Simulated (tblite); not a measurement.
Species: C4H5 (charge -1).
Atom-mapped SMILES: `[C-:1]#[C:2][CH2:3][CH3:4]` (hydrogens: H5, H6 on C3; H7, H8, H9 on C4)
Bond orders are those of one Lewis drawing.

Computed with GFN2-xTB (tblite), gas phase: Langevin dynamics at 400 K from the optimised GFN2-xTB geometry, time step 0.5 fs, friction 0.01 fs⁻¹, 2000 steps. The instantaneous temperature is 2·E(kin)/(3Nk) with all 3N coordinates.

```
t (fs)  T (K)  E(pot) above start (eV)  C1≡C2 (Å)  C2–C3 (Å)  C3–C4 (Å)  C3–H5 (Å)
     0    372                    0.000      1.229      1.490      1.537      1.111
    25    172                    0.177      1.216      1.486      1.505      1.117
    50    172                    0.224      1.247      1.486      1.523      1.120
    75    249                    0.197      1.212      1.504      1.562      1.112
   100    315                    0.180      1.240      1.435      1.568      1.113
   125    341                    0.221      1.227      1.517      1.550      1.123
   150    266                    0.318      1.210      1.509      1.515      1.123
   175    302                    0.241      1.229      1.472      1.538      1.129
   200    318                    0.186      1.225      1.511      1.552      1.094
   225    316                    0.271      1.234      1.460      1.567      1.104
   250    292                    0.208      1.234      1.500      1.554      1.086
   275    288                    0.234      1.235      1.474      1.505      1.078
   300    279                    0.241      1.226      1.513      1.502      1.069
   325    236                    0.258      1.231      1.510      1.523      1.082
   350    243                    0.297      1.256      1.497      1.618      1.078
   375    330                    0.316      1.214      1.441      1.516      1.081
   400    338                    0.360      1.243      1.574      1.518      1.073
   425    353                    0.301      1.225      1.464      1.530      1.059
   450    418                    0.283      1.222      1.480      1.594      1.074
   475    418                    0.265      1.263      1.466      1.579      1.101
   500    518                    0.481      1.219      1.487      1.580      1.127
   525    401                    0.622      1.262      1.448      1.583      1.156
   550    637                    0.456      1.210      1.481      1.505      1.221
   575    601                    0.486      1.236      1.508      1.520      1.225
   600    369                    0.491      1.217      1.542      1.584      1.146
   625    439                    0.454      1.233      1.424      1.563      1.179
   650    344                    0.456      1.216      1.563      1.496      1.159
   675    404                    0.360      1.240      1.475      1.528      1.149
   700    328                    0.383      1.231      1.495      1.555      1.166
   725    385                    0.329      1.235      1.501      1.545      1.124
   750    383                    0.237      1.226      1.505      1.526      1.116
   775    418                    0.399      1.241      1.475      1.608      1.115
   800    375                    0.533      1.216      1.529      1.512      1.106
   825    404                    0.360      1.254      1.499      1.512      1.075
   850    316                    0.485      1.205      1.518      1.593      1.073
   875    524                    0.319      1.260      1.459      1.535      1.123
   900    402                    0.384      1.218      1.607      1.446      1.116
   925    427                    0.333      1.243      1.480      1.556      1.150
   950    304                    0.395      1.230      1.513      1.624      1.133
   975    426                    0.255      1.219      1.518      1.528      1.150
  1000    344                    0.287      1.251      1.458      1.497      1.156
```

**Question.** From 500 fs on, how do temperature and potential energy compare with equipartition?

**Answer.** The mean temperature of these 21 frames is 417 K against the target 400 K, and the mean potential energy 0.40 eV against 21 × kT/2 = 0.36 eV for 21 classical harmonic modes. For 9 atoms in a canonical ensemble the temperature itself scatters by T·√(2/(3N)) = 109 K; here its standard deviation is 85 K. The whole run lasts only 10 friction times of 100 fs, so these averages carry a wide statistical error.

**Question.** What are the kinetic and total energies of the listed frame with the highest potential energy?

**Answer.** The one at 525 fs, 0.622 eV above the start. Its kinetic energy is 3NkT/2 = 0.467 eV at 401 K, so the sum is 1.09 eV; over the listed frames the sum runs from 0.38 to 1.20 eV, since the thermostat adds and removes energy.

**Question.** How much do the listed bonds fluctuate from 500 fs on?

**Answer.** 
```
 bond  at the start (Å)  mean (Å)  standard deviation (Å)
C1≡C2             1.229     1.231                   0.016
C2–C3             1.490     1.499                   0.040
C3–C4             1.537     1.543                   0.042
C3–H5             1.111     1.141                   0.037
```

The motion is classical and holds no zero-point motion.

The cost below is that of the whole dynamics run. Time: 7.2 s; peak memory 0.18 GiB. Hardware: one thread, Arm Neoverse N1 (aarch64), on a shared host.
